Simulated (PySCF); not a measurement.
Species: 5-methylthiazole, C4H5NS.
Bonds: C1–C2, C2–C3 (aromatic), C3–N4 (aromatic), N4–C5 (aromatic), C5–S6 (aromatic), C2–S6 (aromatic). Hydrogens: H7, H8, H9 on C1; H10 on C3; H11 on C5.

The same species was optimised twice, with GFN2-xTB and with PBE0-D3(BJ)/def2-SVP (PySCF), and the same property calculations (PySCF, gas phase) were run on both structures.

| coordinate | GFN2-xTB | PBE0-D3(BJ)/def2-SVP | change |
| --- | --- | --- | --- |
| N4–C5 (Å) | 1.278 | 1.295 | +0.017 |
| C3–N4 (Å) | 1.354 | 1.364 | +0.010 |
| C2–C3 (Å) | 1.362 | 1.372 | +0.010 |
| C2–S6 (Å) | 1.737 | 1.730 | -0.007 |
| C5–S6 (Å) | 1.739 | 1.733 | -0.006 |
| C1–C2 (Å) | 1.484 | 1.489 | +0.005 |
| C2–S6–C5 (°) | 88.3 | 89.4 | +1.1 |
| C3–N4–C5 (°) | 111.6 | 110.7 | -0.9 |
| C1–C2–S6 (°) | 121.9 | 122.8 | +0.9 |
| C3–C2–S6 (°) | 109.1 | 108.4 | -0.7 |
| C2–C3–N4 (°) | 115.9 | 116.6 | +0.7 |
| C1–C2–C3 (°) | 129.0 | 128.9 | -0.1 |
| N4–C5–S6 (°) | 115.0 | 114.9 | -0.1 |

Rotational constants: A = 5379, B = 3231, C = 2044 MHz (GFN2-xTB) against A = 5395, B = 3184, C = 2028 MHz (PBE0-D3(BJ)/def2-SVP). Point groups within 0.08 Å: Cs and Cs.

On the GFN2-xTB structure: HOMO (eV) -7.09 [PBE0/pcSseg-1]; LUMO (eV) -0.72 [PBE0/pcSseg-1]; dipole (D) 2.01 [PBE0/pcSseg-1]; GIAO shielding of C1 (ppm) 171.9 [PBE0/pcSseg-1]; GIAO shielding of C2 (ppm) 41.2 [PBE0/pcSseg-1]; GIAO shielding of C3 (ppm) 42.8 [PBE0/pcSseg-1]; GIAO shielding of N4 (ppm) -96.1 [PBE0/pcSseg-1]; GIAO shielding of C5 (ppm) 31.3 [PBE0/pcSseg-1]; GIAO shielding of S6 (ppm) 218.0 [PBE0/pcSseg-1].

**Question.** What do these properties become on the PBE0-D3(BJ)/def2-SVP structure?

**Answer.** 
| property | level | on GFN2-xTB | on PBE0-D3(BJ)/def2-SVP | change |
| --- | --- | --- | --- | --- |
| HOMO (eV) | PBE0/pcSseg-1 | -7.09 | -7.08 | +0.01 |
| LUMO (eV) | PBE0/pcSseg-1 | -0.72 | -0.76 | -0.04 |
| dipole (D) | PBE0/pcSseg-1 | 2.01 | 2.09 | +0.08 |
| energy, GFN2-xTB geometry as zero (kcal/mol) | PBE0/pcSseg-1 | 0.0 | -0.5 | -0.5 |
| GIAO shielding of C1 (ppm) | PBE0/pcSseg-1 | 171.9 | 170.2 | -1.7 |
| GIAO shielding of C2 (ppm) | PBE0/pcSseg-1 | 41.2 | 42.3 | +1.1 |
| GIAO shielding of C3 (ppm) | PBE0/pcSseg-1 | 42.8 | 38.5 | -4.3 |
| GIAO shielding of N4 (ppm) | PBE0/pcSseg-1 | -96.1 | -101.8 | -5.7 |
| GIAO shielding of C5 (ppm) | PBE0/pcSseg-1 | 31.3 | 28.0 | -3.3 |
| GIAO shielding of S6 (ppm) | PBE0/pcSseg-1 | 218.0 | 217.9 | -0.1 |

The heavy atoms differ by 0.011 Å rms after alignment. Among bonds between heavy atoms N4–C5 changes most (+0.017 Å). Changes are differences of the printed values. Neither structure is proved a minimum here.
